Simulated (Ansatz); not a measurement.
Energy needed to pull apart C2H3F (SMILES C=CF), closed shell, into free ground-state atoms, from the structure below (displaced at random from a GFN2-xTB minimum); no zero-point or spin–orbit terms; open-shell atoms are treated unrestricted, in their ground-state multiplicity.

| atom | x (Å) | y (Å) | z (Å) |
| --- | --- | --- | --- |
| C1 | -0.5500 | 0.0651 | -0.4386 |
| C2 | 0.4975 | -0.0028 | 0.3612 |
| F3 | 0.9645 | -1.1986 | 0.7924 |
| H4 | -1.0276 | -0.8105 | -0.8236 |
| H5 | -0.9182 | 1.0414 | -0.7559 |
| H6 | 1.0504 | 0.7891 | 0.8137 |

Ansatz 0.2.0; basis: def2-TZVPP; cores frozen in the correlated methods.

```tsv
method	atomization energy (eV)
SPW92	28.75
PBE-D4	25.62
r2SCAN-D4	24.92
PBE0-D4	24.97
r2SCAN0-D4	?
wB97M-V	?
HF	18.10
MP2	24.71
CCSD	23.81
CCSD(T)	24.21
```

**Question.** What does wB97M-V give? (Judge from chemistry; the value comes from the calculation.)

**Answer.** Computed: 24.89 eV, which is about 0.69 eV more than CCSD(T)/def2-TZVPP.

**Question.** What does r2SCAN0-D4 give? (Judge from chemistry; the value comes from the calculation.)

**Answer.** The calculation gives: 24.41 eV, which is about 0.20 eV more than CCSD(T)/def2-TZVPP.

In triple zeta the MP2 and coupled-cluster atomization energies are still short of their basis limit by a few kcal/mol a bond, whereas those of the functionals are nearly converged, so these differences are not deviations from converged CCSD(T).

The T1 diagnostic stays at or below 0.013.

For scale, one of the runs: CCSD(T)/def2-TZVPP forces, 135 basis functions (an equivalent command: `ansatz run in.yaml --threads 4`). Time: 29 s of wall clock on 4 CPU threads; the host was shared. Peak host memory: 1.4 GiB.
